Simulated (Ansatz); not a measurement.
Geometry optimisation, RKS PBE-D4/def2-SVP (Ansatz 0.2.0).

input.yaml

```yaml
crystal:
  periodic: [false, false, false]
  atoms:
    - { symbol: "N", position_ang: [-1.5389, -0.6794, 0.067] }
    - { symbol: C, position_ang: [-0.1565, -0.4767, 0.0932] }
    - { symbol: F, position_ang: [0.2195, -0.7947, 1.3293] }
    - { symbol: F, position_ang: [0.4292, -1.3934, -0.7468] }
    - { symbol: C, position_ang: [0.322, 0.9237, -0.301] }
    - { symbol: S, position_ang: [2.1383, 1.1319, -0.2051] }
    - { symbol: H, position_ang: [-1.8047, -0.751, -0.9212] }
    - { symbol: H, position_ang: [-1.7179, -1.5268, 0.4736] }
    - { symbol: H, position_ang: [-0.1043, 1.686, 0.4446] }
    - { symbol: H, position_ang: [0.012, 1.1811, -1.2796] }
    - { symbol: H, position_ang: [2.2666, 0.6426, 1.0665] }
basis:
  gaussian: { orbitals: def2-SVP }
hamiltonian:
  xc: pbe
  dispersion: d4
relax:
  f_tol: 0.015
  max_steps: 40
output:
  orbitals: {}
```

Command:

```bash
$ ansatz run input.yaml --threads 2 --pin off --max-ram 3072MiB --backend cpu --events-out ev --progress --plain --runs-dir out
```

Question: Where does it end, and by what steps?

Answer: The forces met the threshold. After 8 steps the energy has fallen by 0.380 eV; H7 moved furthest, 0.32 Å.

| step | energy less start (eV) | largest force component (eV/Å) | accepted |
| --- | --- | --- | --- |
| 0 | 0.0000 | 3.669 | yes |
| 1 | -0.3334 | 0.758 | yes |
| 2 | -0.3691 | 0.250 | yes |
| 3 | -0.3733 | 0.141 | yes |
| 4 | -0.3758 | 0.139 | yes |
| 5 | -0.3784 | 0.114 | yes |
| 6 | -0.3788 | 0.092 | yes |
| 7 | -0.3795 | 0.026 | yes |
| 8 | -0.3795 | 0.007 | yes |

```xyz
11
Properties=species:S:1:pos:R:3
N -1.530 -0.654 0.092
C -0.119 -0.535 0.104
F 0.318 -0.841 1.373
F 0.508 -1.458 -0.724
C 0.337 0.877 -0.272
S 2.142 1.129 -0.228
H -1.905 -0.454 -0.841
H -1.802 -1.610 0.354
H -0.186 1.596 0.388
H 0.031 1.088 -1.316
H 2.272 0.806 1.090
```

Run time: 24 s on 2 threads of Arm Neoverse V2, on a shared host, peak memory 0.15 GiB.
